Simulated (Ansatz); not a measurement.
# C3H6Cl: the cost of one run

Program: Ansatz 0.2.0. Level of theory: RKS PBE0/STO-3G. These are calculated values, not measurements.

**1. The system as given**

Bond lengths: C2–C3 1.497 Å, C2–C4 1.498 Å, C3–C4 1.497 Å, C2–H5 1.082 Å, C2–H6 1.080 Å, C3–H7 1.082 Å, C3–H8 1.082 Å, C4–H9 1.080 Å, C4–H10 1.084 Å. Angles (14 of 18 angles, heavy atoms first): C2–C3–C4 60.0°, C3–C2–C4 60.0°, C2–C4–C3 60.0°, C2–C3–H7 117.9°, C2–C3–H8 118.5°, C4–C3–H7 117.8°, C4–C3–H8 118.5°, C3–C2–H5 119.0°, C3–C2–H6 117.8°, C4–C2–H5 118.2°, C4–C2–H6 118.2°, C2–C4–H9 118.4°, C2–C4–H10 118.0°, C3–C4–H9 118.2°.

Structure file:

```xyz
10

Cl    0.1986    0.4076   -3.6225
C     0.0099    0.7190    0.8047
C     0.5626   -0.2366   -0.2069
C    -0.6355   -0.6176    0.6051
H     0.5595    0.8889    1.7213
H    -0.5078    1.5944    0.4407
H     1.5007   -0.7259    0.0181
H     0.4256   -0.0133   -1.2570
H    -1.5947   -0.6557    0.1111
H    -0.5189   -1.3610    1.3853
```

**2. Preparing the start**

input.yaml reads:

```yaml
crystal:
  periodic: [false, false, false]
  atoms:
    - { symbol: Cl, position_ang: [0.1986, 0.4076, -3.6225] }
    - { symbol: C, position_ang: [0.0099, 0.719, 0.8047] }
    - { symbol: C, position_ang: [0.5626, -0.2366, -0.2069] }
    - { symbol: C, position_ang: [-0.6355, -0.6176, 0.6051] }
    - { symbol: H, position_ang: [0.5595, 0.8889, 1.7213] }
    - { symbol: H, position_ang: [-0.5078, 1.5944, 0.4407] }
    - { symbol: H, position_ang: [1.5007, -0.7259, 0.0181] }
    - { symbol: H, position_ang: [0.4256, -0.0133, -1.257] }
    - { symbol: H, position_ang: [-1.5947, -0.6557, 0.1111] }
    - { symbol: H, position_ang: [-0.5189, -1.361, 1.3853] }
total_charge: -1
basis:
  gaussian: { orbitals: STO-3G }
hamiltonian:
  xc: pbe0
relax:
  f_tol: 0.02
  max_steps: 40
scf:
  lower_state_search: "off"
```

Started as:

```console
ansatz run input.yaml --threads 1 --pin off --max-ram 2048MiB --backend cpu --events-out ev --progress --plain --runs-dir out
```

What time and memory should one allow on 1 thread of AMD EPYC 9R45 (Zen 5), shared host?

About 3 s, with a peak of 0.13 GiB.
